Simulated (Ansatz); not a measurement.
A nudged elastic band was laid between two geometries of CH$_{4}$N (6 atoms, charge 0, multiplicity 2).

The calculation used Ansatz, UKS BHLYP-D4/def2-SVP.

| Item | Value |
| --- | --- |
| movable images | 5 |
| climbing image | yes |
| spring | 5.0 eV/Å² |
| optimiser | quadratic models (default) |
| start path | through a guess of the saddle point |
| force threshold | 0.03 eV/Å |
| iteration limit | 60 |
| end points | relaxed |

Initial state:

```xyz
6
Properties=species:S:1:pos:R:3
C -0.068 -0.271 -0.235
N -0.283 0.426 0.992
H -0.270 0.372 -1.106
H -0.711 -1.152 -0.307
H 0.978 -0.599 -0.341
H 0.354 1.224 0.997
```

Final state:

```xyz
6
Properties=species:S:1:pos:R:3
C 0.085 -0.247 -0.256
N 0.381 0.528 0.906
H -0.149 0.393 -1.121
H -0.800 -0.884 -0.104
H 0.926 -0.890 -0.526
H -0.443 1.100 1.100
```

Q: Which bonds break or form, and what moves?

A: No bond is made or broken. The dihedral H5–C1–N2–H6 goes from 58 to -180°. The two ends are copies of one structure, up to a mirror image or an exchange of like atoms.

Q: What energy profile does the band end with?

A: The run converged. The highest image is number 3 of 0 to 6, 0.045 eV above the ends, which have the same energy within 2 meV. A vibrational analysis at the climbing image gives one clearly imaginary mode, 288i cm⁻¹: a first-order saddle point.

```tsv
image	path coordinate (Å)	energy (eV)	dihedral H5–C1–N2–H6 (°)
0	0.00	0.000	58
1	0.22	0.011	81
2	0.45	0.034	102
3	0.67	0.045	123
4	0.89	0.034	142
5	1.12	0.012	161
6	1.34	0.000	-180
```

Q: What is the geometry of the highest image?

A: 
```xyz
6
Properties=species:S:1:pos:R:3
C 0.008 -0.258 -0.246
N 0.082 0.330 1.056
H -0.197 0.423 -1.081
H -0.763 -1.041 -0.243
H 0.949 -0.787 -0.456
H -0.078 1.333 0.971
```

Q: What are the harmonic wavenumbers there?

A: 288i, 1038, 1059, 1126, 1344, 1439, 1503, 1528, 3066, 3134, 3156, 3550 cm⁻¹.

Run time: 25 s on 1 thread of Intel(R) Xeon(R) 6975P-C (Granite Rapids), with other jobs on the host, peak memory 0.14 GiB.
